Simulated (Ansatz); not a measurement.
Basis-set extrapolation for `[BH3-][OH+][SiH3]` (PBE0-D4/def2-TZVP geometry, frozen core, the Gaussian-basis code of Ansatz). Multiplicity 1, RHF reference.

|  | def2-TZVPP | def2-QZVPP |
| --- | --- | --- |
| HF | -392.616016 | -392.630801 |
| MP2 correlation | -0.508667 | -0.545165 |
| CCSD(T) correlation | -0.569078 | not run |

Energies in hartree. Use E(X) = E(∞) + A·exp(−7.88·√X) for Hartree–Fock and E(X) = E(∞) + B·X^(−2.97) for correlation, with X = 3 and 4, and add CCSD(T) minus MP2 of the smaller set to the MP2 limit.

**Question.** What is the CCSD(T) energy at the basis-set limit?

**Answer.** HF limit: -392.630801 + (-0.014785) × 0.13774 = -392.63284. MP2 limit: -0.545165 + (-0.036498) × 0.74074 = -0.57220. Higher-order term: -0.569078 − (-0.508667) = -0.06041. Total: -393.26545 hartree, 2.19 eV below CCSD(T)/def2-TZVPP.
